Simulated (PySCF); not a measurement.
**Diatomics of B with the third period**

PBE0 with triple-zeta basis sets in PySCF, for the lowest determinant that a PBE0 search found; no spin–orbit coupling. De refers to high-spin ground-configuration atoms. A positive dipole means M(−)B(+).

| M | basis | state (unpaired electrons) | Re (Å) | ωe (cm⁻¹) | De (eV) | μ (D) |
| --- | --- | --- | --- | --- | --- | --- |
| Na | def2-TZVPP | triplet (σ ↑, π ↑) | 2.486 | 330 | 0.95 | -5.98 |
| Si | def2-TZVPP | quartet (σ ↑, π ↑↑) | 1.904 | 772 | 3.56 | -0.48 |
| P | x2c-TZVPPall | triplet (σ ↑, π ↑) | 1.736 | 983 | 3.62 | 0.20 |
| S | x2c-TZVPPall | doublet (σ ↑) | 1.607 | 1205 | 5.98 | 0.83 |
| Cl | def2-TZVPP | singlet (closed shell) | 1.718 | 841 | 5.33 | -1.64 |

The shortest bond is that of BS (1.607 Å), the longest that of NaB (2.486 Å). BS is bound most strongly (5.98 eV) and NaB least (0.95 eV).

The rows differ in basis set, which adds steps of its own.

The state changes along the series, so neighbouring rows are not always alike in their bonding.

States were picked by a PBE0 search and need not be the measured ground states.
